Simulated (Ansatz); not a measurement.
Rock-salt MgSe, relaxed in Ansatz (plane waves) with several semilocal functionals. Each gives its own volume and its own bulk modulus:

| level | V0 (Å³/atom) | bulk modulus B0 (GPa) | ln V0 | ln B0 |
|---|---|---|---|---|
| LDA | 19.587 | 69.08 | 2.9749 | 4.2353 |
| r²SCAN | 20.481 | 66.22 | 3.0195 | 4.1930 |
| PBE | 20.890 | 60.62 | 3.0393 | 4.1046 |

Q: Fit a straight line to ln B0 against ln V0. What does it predict for PBEsol, whose volume is 20.230 Å³/atom?

A: With x = ln V0 and y = ln B0: means 3.01123 and 4.17763; Σ(Δx Δy) = -0.004018, Σ(Δx²) = 0.002176, so the slope is -1.85. At x = 3.0072 the line gives y = 4.17763 + (-1.85) × (3.0072 − 3.01123) = 4.1851, or 65.70 GPa. The run with PBEsol gives 64.75 GPa, -1.4 % from the line. The rows used scatter about it by up to 3.1 %, while the largest value lies 14 % above the smallest. For comparison, PBE's own equation of state has B′ = 4.1, the slope −d ln B/d ln V at a fixed functional; the two needn't agree, since functionals also differ at one volume.

Ansatz's density-functional and Hartree–Fock values are scalar-relativistic unless marked +SOC, with PAW data made under PBE.

Ansatz is a first-principles code.
